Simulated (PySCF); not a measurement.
## Frontier levels across methods

Compound: C5H11N.
Geometry (PBE0-D3(BJ)/def2-SVP, Å), atoms numbered from 1 in this order:
```xyz
17
C5H11N angstrom
C      3.012    0.108    0.713
C      1.729   -0.240    0.817
C      0.917   -0.848   -0.293
N     -0.222   -0.064   -0.728
C     -1.336    0.008    0.192
C     -2.494    0.775   -0.418
H      3.571   -0.063   -0.214
H      3.557    0.565    1.543
H      1.204   -0.056    1.764
H      1.576   -1.034   -1.159
H      0.538   -1.837    0.023
H      0.082    0.873   -0.987
H     -1.655   -1.026    0.412
H     -1.081    0.459    1.176
H     -2.797    0.319   -1.372
H     -3.361    0.791    0.259
H     -2.212    1.822   -0.620
```

Basis pcSseg-1 throughout (PySCF), one geometry. One conformer (not necessarily the lowest) at the PBE0-D3(BJ)/def2-SVP geometry, without solvent, vibrations or thermal averaging.

**Question.** How do the orbital energies, the gap and the dipole change with the method?

**Answer.** 
```json
{"method": "BLYP", "kind": "GGA", "HOMO (eV)": "-4.78", "LUMO (eV)": "-0.66", "gap (eV)": "4.12", "μ (D)": "0.71", "SCF cycles": "15"}
{"method": "OPBE", "kind": "GGA", "HOMO (eV)": "-4.87", "LUMO (eV)": "-0.66", "gap (eV)": "4.21", "μ (D)": "0.72", "SCF cycles": "15"}
{"method": "PBE", "kind": "GGA", "HOMO (eV)": "-4.89", "LUMO (eV)": "-0.80", "gap (eV)": "4.09", "μ (D)": "0.72", "SCF cycles": "15"}
{"method": "B97-D", "kind": "GGA", "HOMO (eV)": "-4.91", "LUMO (eV)": "-0.69", "gap (eV)": "4.22", "μ (D)": "0.72", "SCF cycles": "15"}
{"method": "LDA", "kind": "LDA", "HOMO (eV)": "-4.99", "LUMO (eV)": "-1.05", "gap (eV)": "3.94", "μ (D)": "0.76", "SCF cycles": "15"}
{"method": "BP86", "kind": "GGA", "HOMO (eV)": "-5.00", "LUMO (eV)": "-0.90", "gap (eV)": "4.11", "μ (D)": "0.73", "SCF cycles": "14"}
{"method": "KT2", "kind": "GGA", "HOMO (eV)": "-5.05", "LUMO (eV)": "-0.79", "gap (eV)": "4.26", "μ (D)": "0.71", "SCF cycles": "15"}
{"method": "KT3", "kind": "GGA", "HOMO (eV)": "-5.06", "LUMO (eV)": "-0.73", "gap (eV)": "4.33", "μ (D)": "0.69", "SCF cycles": "15"}
{"method": "B97-2", "kind": "global hybrid", "HOMO (eV)": "-6.04", "LUMO (eV)": "0.19", "gap (eV)": "6.23", "μ (D)": "0.78", "SCF cycles": "12"}
{"method": "B3LYP", "kind": "global hybrid", "HOMO (eV)": "-6.06", "LUMO (eV)": "0.00", "gap (eV)": "6.06", "μ (D)": "0.77", "SCF cycles": "13"}
{"method": "PBE0", "kind": "global hybrid", "HOMO (eV)": "-6.29", "LUMO (eV)": "0.23", "gap (eV)": "6.52", "μ (D)": "0.79", "SCF cycles": "13"}
{"method": "mPW1PW91", "kind": "global hybrid", "HOMO (eV)": "-6.33", "LUMO (eV)": "0.22", "gap (eV)": "6.55", "μ (D)": "0.80", "SCF cycles": "12"}
{"method": "BHandHLYP", "kind": "global hybrid", "HOMO (eV)": "-7.62", "LUMO (eV)": "1.38", "gap (eV)": "9.00", "μ (D)": "0.84", "SCF cycles": "12"}
{"method": "CAM-B3LYP", "kind": "range-separated hybrid", "HOMO (eV)": "-7.68", "LUMO (eV)": "1.40", "gap (eV)": "9.08", "μ (D)": "0.82", "SCF cycles": "12"}
{"method": "wB97X-D", "kind": "range-separated hybrid", "HOMO (eV)": "-8.18", "LUMO (eV)": "2.05", "gap (eV)": "10.23", "μ (D)": "0.82", "SCF cycles": "13"}
{"method": "LC-wPBE", "kind": "range-separated hybrid", "HOMO (eV)": "-9.03", "LUMO (eV)": "2.58", "gap (eV)": "11.61", "μ (D)": "0.86", "SCF cycles": "13"}
{"method": "HF", "kind": "Hartree–Fock", "HOMO (eV)": "-9.62", "LUMO (eV)": "4.09", "gap (eV)": "13.71", "μ (D)": "0.89", "SCF cycles": "10"}
```

The HOMO spans 4.84 eV, from BLYP down to HF, and the gap runs from 3.94 eV (LDA) to 13.71 eV (HF). Over the methods BLYP (0 %), OPBE (0 %), PBE (0 %), B97-D (0 %), LDA (0 %), BP86 (0 %), KT2 (0 %), KT3 (0 %), B97-2 (21 %), B3LYP (20 %), PBE0 (25 %), mPW1PW91 (25 %), BHandHLYP (50 %), HF (100 %), a straight line through the gap against the share of exact exchange rises by 0.96 eV for each 10 % (correlation coefficient 0.999). The dipole ranges from 0.69 D (KT3) to 0.89 D (HF). This basis has no diffuse functions.
